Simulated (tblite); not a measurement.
System: H₂O, triplet: collinear O-H-H surface. Scanned: O-H distance and H-H distance.

Cartesian coordinates as functions of the variables (Å; names that start with a are angles):
```
O  0  0  -r1
H  0  0  0
H  0  0  r2
```

Calculation: GFN2-xTB, 300 K electronic temperature (tblite).

Energy in kcal/mol above the lowest grid point; x is the O-H distance (Å), y the H-H distance (Å).

```
y \ x   0.82  0.91  0.99  1.07  1.16  1.26  1.38  1.50  1.66  1.86   2.14   2.51   2.81
-----  -----  ----  ----  ----  ----  ----  ----  ----  ----  ----  -----  -----  -----
2.15    17.3   2.9   1.3   5.1  12.8  23.3  36.8  50.3  66.9  84.3  101.6  114.2  119.0
1.91    17.4   2.7   0.8   4.3  11.5  21.3  34.0  46.6  61.8  77.3   92.3  103.0  107.3
1.63    18.2   2.8   0.1   2.8   8.9  17.4  28.4  39.2  52.0  64.9   77.2   86.2   90.1
1.42    20.2   3.7   0.0   1.5   6.3  13.3  22.5  31.4  42.1  52.9   63.4   71.4   75.0
1.27    23.4   5.6   0.8   1.2   4.7  10.2  17.6  25.1  34.1  43.4   52.8   60.2   63.6
1.14    28.4   9.1   2.9   1.9   3.9   7.9  13.7  19.7  27.3  35.4   43.7   50.6      —
1.05    33.9  13.1   5.7   3.5   4.3   7.0  11.6  16.6  23.1  30.3   38.0   44.5   47.6
0.96    41.9  19.2  10.3   6.7   6.1   7.4  10.6  14.5  19.9  26.3   33.3   39.4      —
0.89    50.4  25.9  15.6  10.8   8.9   9.1  11.1  14.1  18.7  24.4   30.9   36.6      —
0.82    61.6  35.0  23.1  17.0  13.7  12.6  13.4  15.5  19.3  24.2   30.2   35.5      —
0.76    73.8  45.1  31.7  24.3  19.9  17.6  17.3  18.6  21.6  25.9   31.4   36.4      —
0.70    89.8  58.5  43.3  34.5  28.7  25.2  23.7  24.2  26.4  30.1   35.1   39.8   42.1
0.63   115.5  80.4  62.5  51.6  44.0  38.9  36.0  35.5  36.8  39.8   44.2   48.5   50.6
```

Points that lie below all their neighbours on the grid (none is named beside a point without a result): x = 0.99, y = 1.42 (0.0 kcal/mol).

A dash means that the run gave no value there, or that the column was ended at a point which the program doubted or which failed a test of continuity chosen for this set; such a test can also cut sound points.
